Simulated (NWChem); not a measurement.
System: dimethyl ether (C₂H₆O); SMILES COC

All runs: NWChem. Pople sets run with spherical d functions. Coordinates come from a PBE0/def2-SVP optimisation. B3LYP is NWChem's, with the RPA form of VWN correlation. Static field.

Problem. Among these, which level gives the lowest value of “anisotropy (bohr³)”?
A. PBE/6-31+G*
B. BHandHLYP/6-31+G*
C. Hartree-Fock/6-31+G*
D. B3LYP/6-31+G*

Solution. C, Hartree-Fock/6-31+G*. Values: Hartree-Fock/6-31+G* 4.5; BHandHLYP/6-31+G* 5.1; B3LYP/6-31+G* 5.6; PBE/6-31+G* 6.1
